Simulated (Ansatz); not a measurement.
AlH5SSi, SMILES `[AlH2][SiH2]S`. Total charge 0; spin multiplicity 1.

```csv
atom,x (Å),y (Å),z (Å)
Al1,0.811,1.074,1.232
Si2,-0.040,-0.186,-0.699
S3,-1.536,-1.542,0.036
H4,0.242,0.804,2.688
H5,1.942,2.167,1.012
H6,1.048,-0.943,-1.386
H7,-0.628,0.718,-1.731
H8,-1.838,-2.091,-1.153
```

Question: List the harmonic frequencies (cm⁻¹, unscaled) at PBE0-D4/def2-TZVP in Ansatz. (Estimate.)

Answer: Computed: 64, 97, 191, 363, 363, 414, 515, 571, 665, 677, 755, 823, 939, 1915, 1930, 2182, 2184, 2700.

Question: Is this a minimum?

Answer: Yes, all 18 modes are real.

Question: Give the ideal-gas thermochemistry at 298.15 K and 1 bar (rigid rotor, harmonic oscillator; point group Cs, symmetry number 1).

Answer: Zero-point energy 103.8 kJ/mol; H(298) − E = 124.1 kJ/mol; entropy 341.0 J/(mol·K), of which translation 165.3, rotation 110.5, vibration 65.1; G(298) − E = 22.4 kJ/mol. Modes under 100 cm⁻¹ are hindered rotations or soft bends, so the harmonic entropy is rough.

Question: And at 400, 500, 600, 800 and 1000 K?

Answer: 
| T (K) | H − E (kJ/mol) | S (J/mol/K) | G − E (kJ/mol) |
| --- | --- | --- | --- |
| 400 | 135.2 | 372.8 | -13.9 |
| 500 | 147.2 | 399.7 | -52.6 |
| 600 | 160.2 | 423.3 | -93.8 |
| 800 | 188.3 | 463.6 | -182.6 |
| 1000 | 218.5 | 497.3 | -278.8 |
